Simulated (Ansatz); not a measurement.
# B2H2 (singlet): from Hartree-Fock to the top rungs, 6-31G

The task here is to estimate one member of a computed series from the others.

Program: Ansatz 0.2.0, Gaussian basis. Level of theory: 6-31G, core rule «outside noble gas», up to 2 orbitals frozen. These are calculated values, not measurements.

To be run: UHF; CCSD(T) on RHF; CCSD(T) on UHF; BCCD(T) on RHF; CISD; CCSDT(Q) on RHF; CCSDT(Q) on UHF; CISDTQ; CCSDTQ on RHF; CASSCF and MRCISD+Q, 8 electrons in 10 orbitals; CASSCF and MRCISD+Q(relaxed), 8 electrons in 10 orbitals; CASSCF and NEVPT2, 8 electrons in 10 orbitals; Full CI; Full CI in the symmetry of the determinant.

11 further runs of the same task are left out: 3 that didn't finish, 8 set aside as unsound or not needed.

## The geometry

The geometry is a PBE0/def2-TZVP stationary point (not a proven minimum).

4 atoms, charge 0, spin multiplicity 1.

Atoms are counted from 1 here; the program's logs count them from 0.

Bond lengths: B1–B2 1.525 Å, B1–H3 1.176 Å, B2–H4 1.176 Å. Angles: B2–B1–H3 180.0°, B1–B2–H4 180.0°.

Set-up of the first run:

File in.yaml:

```yaml
crystal:
  periodic: [false, false, false]
  atoms:
    - {symbol: B, position_ang: [0.000000, 0.000000, 0.762520]}
    - {symbol: B, position_ang: [0.000000, 0.000000, -0.762520]}
    - {symbol: H, position_ang: [0.000000, 0.000000, 1.938254]}
    - {symbol: H, position_ang: [0.000000, 0.000000, -1.938254]}
basis:
  gaussian: {orbitals: 6-31G}
magnetization: {spin_polarized: true, initial_magnetization: 0}
hamiltonian: {xc: hf}
output: {orbitals: {seedname: orbitals}}
```

Launch:

```console
ansatz run in.yaml --threads 1 --pin off --events-out ev --progress --plain --max-ram 2393MiB
```

Among the steps run: UHF; CCSD(T) on RHF; CCSD(T) on UHF; BCCD(T) on RHF; CISD; CCSDT(Q) on RHF; CCSDT(Q) on UHF; CISDTQ; CCSDTQ on RHF; CASSCF and MRCISD+Q, 8 electrons in 10 orbitals; CASSCF and MRCISD+Q(relaxed), 8 electrons in 10 orbitals; CASSCF and NEVPT2, 8 electrons in 10 orbitals; Full CI; Full CI in the symmetry of the determinant.

One of the session's tables, all rows but one given; the rest of the session is left out.

```
                   method  from FCI (meV)
                      RHF         +3443.2
                     RMP2          +993.7
                     CISD          +399.6
                    RCCSD          +218.5
                 RCCSD(T)          +128.3
                  BCCD(T)          +128.8
                   RCCSDT           +29.7
                   CISDTQ           +39.2
                RCCSDT(Q)            -4.1
                  RCCSDTQ            +1.3
           CASSCF valence          +795.0
           NEVPT2 valence          +238.2
           MRCISD valence           +17.9
         MRCISD+Q valence            +4.7
MRCISD+Q(relaxed) valence               ?
                      FCI               0
```

Estimate the missing values for MRCISD+Q(relaxed) valence.

As computed: from FCI (meV): -0.9. In the column «from FCI (meV)» it lies between RCCSDT(Q) (-4.1) and FCI (0).

Left out of the table: UHF, UMP2, UCCSD, UCCSD(T), UCCSDT, UCCSDT(Q) (another determinant or state than the rows shown).

Caveats from the session: The report flags that the cluster equations may have other roots. The program flags RCCSDT(Q), RCCSDTQ as in doubt, so those rows may rest on another solution; read them beside their warnings. RCCSDT(Q) falls below full CI, which methods that aren't variational can do.
